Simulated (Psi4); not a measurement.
## [CF3]+: a line through the functionals

The species is [CF3]+ (4 atoms), meant as a singlet with charge +1. SMILES: `F[C+](F)F`. Geometry: relaxed at PBE0-D4/def2-TZVP.

The HOMO–LUMO gap y, in eV, basis def2-SVPD; a is the functional's share of exact exchange. Programs: Psi4 1.11.

| functional | program | a | y (eV) |
| --- | --- | --- | --- |
| r2SCAN | Psi4 | 0 | 8.71 |
| TPSS | Psi4 | 0 | 8.05 |
| TPSSh | Psi4 | 0.1 | 9.44 |
| B3LYP | Psi4 | 0.2 | ? |
| PBE0 | Psi4 | 0.25 | 11.32 |
| BHLYP | Psi4 | 0.5 | 14.95 |

Problem. Fit y = c + s·a to the known rows and predict B3LYP.

Solution. 
1. Means of the 5 rows: a = 0.1700, y = 10.494.
2. Σ(Δa)² = 0.178, Σ(Δa·Δy) = 2.3291, so the slope is 2.3291/0.178 = 13.085.
3. Intercept: 10.494 − (13.085) × 0.1700 = 8.270. The largest residual of the fit is 0.44.
4. B3LYP: 8.270 + (13.085) × 0.2 = 10.89 eV.

The run gave 10.59 eV, so the prediction is off by +0.30 eV, within the largest residual. Exact exchange lowers occupied levels and raises empty ones. The rows mix families of semi-local functionals, which the line can't see.
